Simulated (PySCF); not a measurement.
Molecular orbitals of SiN

PBE at R = 1.572 Å; PySCF, no relativity, basis sets Si cc-pV(D+d)Z, N cc-pVDZ. State: ²Σ⁺ (doublet), unpaired electrons σ ↑. Only the outer orbitals are listed, counted within each symmetry.

| spin | orbital | occ. | ε (eV) | on Si (%) | main shells (%) |
| --- | --- | --- | --- | --- | --- |
| α | 5σ | 1 | -19.58 | 24 | 72 N s, 14 Si s |
| α | 6σ | 1 | -10.54 | 57 | 52 Si s, 29 N p, 14 N s |
| α | 7σ | 1 | -7.52 | 53 | 45 N p, 29 Si p, 24 Si s |
| α | 2π | 1 | -6.99 | 32 | 68 N p, 30 Si p |
| α | 2π | 1 | -6.99 | 32 | 68 N p, 30 Si p |
| α | 3π | 0 | -2.39 | 76 | 70 Si p, 24 N p |
| α | 3π | 0 | -2.39 | 76 | 70 Si p, 24 N p |
| α | 8σ | 0 | 0.75 | 105 | 72 Si p, 18 Si d, 15 Si s |
| β | 5σ | 1 | -18.63 | 27 | 69 N s, 17 Si s, 8 Si p |
| β | 6σ | 1 | -9.54 | 73 | 64 Si s, 14 N s, 14 N p |
| β | 2π | 1 | -6.64 | 38 | 62 N p, 36 Si p |
| β | 2π | 1 | -6.64 | 38 | 62 N p, 36 Si p |
| β | 7σ | 0 | -5.81 | 38 | 56 N p, 25 Si p, 13 Si s |
| β | 3π | 0 | -2.05 | 70 | 65 Si p, 30 N p |
| β | 3π | 0 | -2.05 | 70 | 65 Si p, 30 N p |

Q: Which are the highest filled and the lowest empty level, where do they sit, and how wide is the gap?

A: Highest filled β 2π at -6.64 eV (in %: 62 N p, 36 Si p); lowest empty β 7σ at -5.81 eV (in %: 56 N p, 25 Si p, 13 Si s); the gap at PBE is 0.83 eV.

```
bond order (Mayer)                              : 2.81
⟨S²⟩                                            : 0.761
charge on Si (Mulliken, basis-dependent)        : 0.24
charge on Si (Löwdin, basis-dependent)          : 0.35
dipole moment (positive dipole means Si(−)N(+)) : -2.35 D
polarisability along the bond                   : 39.7 bohr³
polarisability across the bond                  : 32.1 bohr³
```

Shares are Mulliken populations and can fall outside 0 to 100 %.

The state was picked by a PBE0 search and need not be the measured ground state.
